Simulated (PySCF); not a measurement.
SiH₂, SMILES [SiH2] (connectivity only; charge and spin as stated), neutral, multiplicity 1. Atoms are numbered in the order given.

```xyz
3

Si     0.0000     0.0000     0.1338
H      0.0000     1.0855    -0.9365
H      0.0000    -1.0855    -0.9365
```

Geometry optimised at r2SCAN-D4/def2-TZVPD. The isomer is the one that the SMILES or the coordinates give; other isomers of the formula were not compared.

All values below come from PBE/def2-TZVPD run with PySCF.

Symmetry labels are those of the subgroup C2v that the program uses (full group C2v).

Computed valence orbital energies around the gap with their symmetry:
```csv
orbital,symmetry,energy (eV)
HOMO−7,A1,-1780.43
HOMO−6,A1,-138.01
HOMO−5,B1,-94.98
HOMO−4,B2,-94.67
HOMO−3,A1,-94.59
HOMO−2,A1,-12.52
HOMO−1,B2,-7.90
HOMO,A1,-5.86
LUMO,B1,-4.04
LUMO+1,B2,-0.09
LUMO+2,A1,0.00
LUMO+3,A1,1.26
```
